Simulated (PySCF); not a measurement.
Isomers of C3H4. Isolated molecules, 0 K electronic values unless said otherwise. Strings in code marks are SMILES.

Computed with PySCF 2.14.0 with PBE-D3(BJ)/def2-TZVP // r2SCAN-D4/def2-TZVP. 

```
species   S1 oscillator strength  dipole moment (D)
--------  ----------------------  -----------------
`C(C)#C`                   0.000               0.87
`C1=CC1`                   0.002               0.48
`C=C=C`                    0.000               0.00
```
